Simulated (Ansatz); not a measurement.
Worked example: H$_{2}$Al–AlH$_{2}$⁺, doublet against H2Al–AlH2, singlet

Geometry (PBE0/def2-TZVP stationary point of a singlet), kept for both states (H2Al–AlH2, singlet: Ag; H2Al–AlH2⁺, doublet: Ag):

```tsv
atom	x (Å)	y (Å)	z (Å)
Al	0.0000	0.0000	1.3086
Al	0.0000	0.0000	-1.3086
H	0.0000	1.3533	2.1524
H	0.0000	-1.3533	2.1524
H	0.0000	1.3533	-2.1524
H	0.0000	-1.3533	-2.1524
```

Basis cc-pVDZ; Ansatz 0.2.0. Correlated methods freeze the noble-gas cores. Prefix R: restricted or restricted open-shell reference; prefix U: unrestricted.

Full CI isn't at hand for all of this; UCCSDT(Q) serves as the reference, and is uncertain by about the last step of the cluster series.

| level | E(H2Al–AlH2, singlet) (hartree) | E(H2Al–AlH2⁺, doublet) (hartree) |
| --- | --- | --- |
| UHF | -486.119610 | -485.811687 |
| UMP2 | -486.252111 | -485.924827 |
| UCCSD(T) | -486.296390 | -485.967283 |
| PBE | -486.909369 | -486.586701 |
| r2SCAN | -487.137651 | -486.811644 |
| UCCSDT(Q) | -486.297421 | -485.968450 |

**Question.** Give the vertical gap, H2Al–AlH2⁺ doublet less H2Al–AlH2 singlet, at each level in eV (1 hartree = 27.2114 eV), and each error against UCCSDT(Q).

**Answer.** UCCSDT(Q): (-485.968450 − (-486.297421)) × 27.2114 = 8.952 eV (the reference)
r2SCAN: (-486.811644 − (-487.137651)) × 27.2114 = 8.871 eV, error -0.081 eV
PBE: (-486.586701 − (-486.909369)) × 27.2114 = 8.780 eV, error -0.172 eV
UCCSD(T): (-485.967283 − (-486.296390)) × 27.2114 = 8.955 eV, error 0.003 eV
UMP2: (-485.924827 − (-486.252111)) × 27.2114 = 8.906 eV, error -0.046 eV
UHF: (-485.811687 − (-486.119610)) × 27.2114 = 8.379 eV, error -0.573 eV

Total energies of functionals can't be set beside those of wave-function methods, since they hold the core's correlation and their own absolute errors; only the differences compare.

In so small a basis the reference is far from its limit while semilocal and hybrid functionals are nearer theirs, so the functionals' errors here hold much of the reference's basis and frozen-core error, which can add to them or hide them.

Each level lands on the state that its own search finds. T1 diagnostics of restricted CCSD: 0.011 and 0.027.
